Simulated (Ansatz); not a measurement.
Results of LDA in Ansatz (plane waves, PAW) for chalcopyrite CdGeAs₂.

Numerical settings: plane-wave cutoff 520 eV, 8×8×8 k mesh, Fermi–Dirac smearing 0.01 eV, scalar-relativistic PAW data made under PBE.

The volume scan:

| V (Å³/atom) | E − E_lowest (meV/atom) | P (GPa) |
|---|---|---|
| 23.237 | 8.59 | 2.953 |
| 23.721 | 2.07 | 1.394 |
| 24.206 | 0.00 | 0.002 |
| 24.690 | 1.91 | -1.240 |
| 25.174 | 7.36 | -2.350 |

Q: Fit the third-order Birch–Murnaghan equation and give B0 and B′.

A: V0 = 24.206 Å³/atom, B0 = 65.7 GPa, B′ = 4.7 (fit to the energies at full precision).

Shape and atoms are relaxed at each volume.

Measured, for comparison: bulk modulus 69.9 GPa (temperature not stated, not corrected to a static lattice; as tabulated in Toher et al. (2017), arXiv:1611.05714). Computed (rounded) less measured: bulk modulus -6 %.

Note: the gap of the solid is closed in this run; this level leaves the solid without a gap, although one is measured; the bulk modulus comes from volumes at which shape and atoms were relaxed.

Static lattice: no zero-point or thermal effects.

Ansatz is a program for electronic structure.
